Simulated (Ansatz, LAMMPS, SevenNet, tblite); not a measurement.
# How well does each level of theory give the lattice parameter a of zinc-blende CdTe?

Reference value: 6.48 Å (measured, room temperature, not corrected to a static lattice; as tabulated in Lucero et al. (2012), arXiv:1111.4515).

```csv
level (code),value (Å),difference (%)
BOP CdZnTe_v2.bop.table (LAMMPS),6.485,+0.08
GFN1-xTB (tblite),6.646,+2.56
SevenNet-0,6.630,+2.31
LDA (Ansatz),6.409,-1.10
PBE (Ansatz),6.618,+2.13
PBE-D4 (Ansatz),6.514,+0.52
rVV10 (Ansatz),6.620,+2.16
r²SCAN+rVV10 (Ansatz),6.518,+0.59
HSE06 (Ansatz),6.563,+1.28
```

Leaving aside BOP CdZnTe_v2.bop.table (doubt noted below): The reference is not for a static lattice or low temperature, so close values are not ranked against it. Off by more than 1.25 %, or 1.75 % on the side where a correction would as a rule narrow the miss (bounds picked here): GFN1-xTB (+2.56 %), SevenNet-0 (+2.31 %), rVV10 (+2.16 %), PBE (+2.13 %), HSE06 (+1.28 %).

The reference isn't brought to a static lattice, while the calculations are for one, so the differences are not the levels' errors alone. A static lattice is as a rule a little smaller than the measured one.  BOP CdZnTe_v2.bop.table: the potential file covers more elements than this solid holds. GFN1-xTB: the method was fitted mainly to molecules. GFN1-xTB: the gap of the solid is closed in this run. GFN1-xTB: the run uses a supercell at the zone centre in place of a k mesh. Cutoffs and k meshes differ between the levels. Ansatz's density-functional and Hartree–Fock values are scalar-relativistic unless marked +SOC, with PAW data made under PBE.

Empirical potentials (BOP CdZnTe_v2.bop.table) are fitted to chosen data: where that held the value shown, agreement is built in, and what lay outside the fit can be far off. Machine-learned potentials (SevenNet-0) are trained on DFT data: a solid inside that data is no test of them.

Differences are worked out from the printed values.

Ansatz is an electronic-structure program.
